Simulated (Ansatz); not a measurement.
Cost and result for the atomization energy of C$_{3}$H$_{5}$FO$_{2}$ (`OC1(O)CC1F`) (11 atoms, 11 bonds).

```csv
atom,x (Å),y (Å),z (Å)
O1,-0.294,-1.537,0.539
C2,-0.322,-0.184,0.294
O3,-1.370,0.507,0.871
C4,1.020,0.468,0.157
C5,0.108,0.327,-1.032
F6,0.443,-0.578,-1.989
H7,-0.998,-1.952,0.028
H8,-1.249,0.482,1.827
H9,1.167,1.461,0.562
H10,1.872,-0.200,0.183
H11,-0.377,1.205,-1.441
```

Total charge 0; spin multiplicity 1. Geometry: relaxed with PBE0-D4/def2-TZVP. It is one conformer, not always the lowest. Program: Ansatz. All runs use 4 threads of an Arm Neoverse V1 on a shared host. Times are those of one run each, without the atoms' runs, and a repeat can differ threefold. Electronic energies, without spin–orbit coupling; frozen cores. CCSD(T)/CBS adds CCSD(T) − MP2 in def2-TZVPP to the MP2 limit, and its time is that of the two runs behind it. T1 = 0.011. B3LYP takes the VWN-RPA correlation (the form of Gaussian; ORCA's B3LYP/G).

CCSD(T)/CBS is a level of theory with its own doubt, some kJ/mol a heavy atom from the limit and from the frozen cores, so smaller differences don't rank the functionals.

| level | functions | wall time | atomization (kcal/mol) | difference from CCSD(T)/CBS | per bond |
| --- | --- | --- | --- | --- | --- |
| PBE-D4/def2-TZVPP (with forces) | 256 | 3 s | 1104.5 | 41.2 | 3.7 |
| PBE0-D4/def2-TZVPP | 256 | 4.4 s | 1072.6 | 9.3 | 0.8 |
| B3LYP-D4/def2-TZVPP (with forces) | 256 | 5.5 s | 1059.2 | -4.1 | -0.4 |
| r2SCAN-D4/def2-TZVPP (with forces) | 256 | 6.5 s | 1069.2 | 5.9 | 0.5 |
| B2PLYP/def2-TZVPP | 256 | 7 s | 1050.7 | -12.6 | -1.1 |
| ωB97X-V/def2-TZVPP | 256 | 8.5 s | 1067.5 | 4.2 | 0.4 |
| ωB97M-V/def2-TZVPP (with forces) | 256 | 14 s | 1068.9 | 5.6 | 0.5 |
| MP2/def2-QZVPP | 492 | 40 s | 1083.7 | 20.4 | 1.9 |
| CCSD(T)/def2-TZVPP | 256 | 5.2 min | 1033.5 | -29.8 | -2.7 |
| CCSD(T)/CBS(def2) | – | 5.9 min | 1063.3 | 0.0 | 0.0 |

In def2-TZVPP, CCSD(T) changes the Hartree–Fock value by +303.4 kcal/mol (the triples alone add +20.0 kcal/mol) and MP2 by +336.0 kcal/mol; breaking electron pairs costs correlation energy, which Hartree–Fock lacks. The D4 term adds +7.2 kcal/mol with B3LYP and +3.7 kcal/mol with PBE0; it sums over pairs of atoms, weighted by their polarisabilities, and B3LYP, whose exchange is more repulsive, gets the larger term. From PBE to PBE0 (25 % exact exchange), in def2-TZVPP and without D4, the atomization energy moves by −31.1 kcal/mol: exact exchange takes away binding that semilocal exchange gives to molecules.
